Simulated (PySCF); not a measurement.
## J couplings in Streptocyanine-1

Geometry:
```json
{"atom": "N1", "x (Å)": "1.147", "y (Å)": "0.202", "z (Å)": "0.071"}
{"atom": "C2", "x (Å)": "0.003", "y (Å)": "-0.413", "z (Å)": "0.168"}
{"atom": "N3", "x (Å)": "-1.146", "y (Å)": "0.109", "z (Å)": "-0.151"}
{"atom": "H4", "x (Å)": "1.214", "y (Å)": "1.154", "z (Å)": "-0.270"}
{"atom": "H5", "x (Å)": "2.012", "y (Å)": "-0.252", "z (Å)": "0.332"}
{"atom": "H6", "x (Å)": "0.009", "y (Å)": "-1.434", "z (Å)": "0.542"}
{"atom": "H7", "x (Å)": "-1.223", "y (Å)": "1.056", "z (Å)": "-0.505"}
{"atom": "H8", "x (Å)": "-2.007", "y (Å)": "-0.413", "z (Å)": "-0.056"}
```

Total charge +1.

Couplings: B3LYP/pcJ-1 in PySCF, geometry GFN2-xTB; gas phase, one conformer, non-relativistic. Couplings are averaged over pairs made equivalent by symmetry, fast rotation or ring inversion, so a value needn't be that of the named pair in this geometry, while other rotamers aren't included; one pair stands for each set, and the list holds those of at least 0.8 Hz over up to four bonds.

Isotopes: $^{13}$C, $^{1}$H, $^{15}$N.

```
  pair  bonds  J (Hz)
N1, C2      1   -24.2
N1, H4      1  -103.5
C2, N3      1       ?
C2, H6      1       ?
N3, H7      1   -98.7
N3, H8      1  -108.2
N1, H6      2    -3.8
C2, H4      2     1.3
C2, H7      2    -2.1
C2, H8      2     4.7
N3, H6      2       ?
N1, H7      3       ?
N1, H8      3    -5.7
N3, H4      3       ?
H4, H6      3    12.7
H6, H7      3       ?
H6, H8      3     7.8
H4, H8      4     1.5
```

**Question.** Estimate the withheld couplings, with signs.

**Answer.** 
- $^{1}J$(C2,N3) = -24.2 Hz (bond length 1.303 Å)
- $^{1}J$(C2,H6) = 202.7 Hz (bond length 1.087 Å, sp2 carbon)
- $^{2}J$(N3,H6) = -3.8 Hz (angle at C2 118°)
- $^{3}J$(N1,H7) = -2.2 Hz (dihedral angle 0°)
- $^{3}J$(N3,H4) = -4.0 Hz (mean over equivalent pairs that range from -5.7 to -2.2 Hz in this conformer)
- $^{3}J$(H6,H7) = 17.7 Hz (dihedral angle 180°)
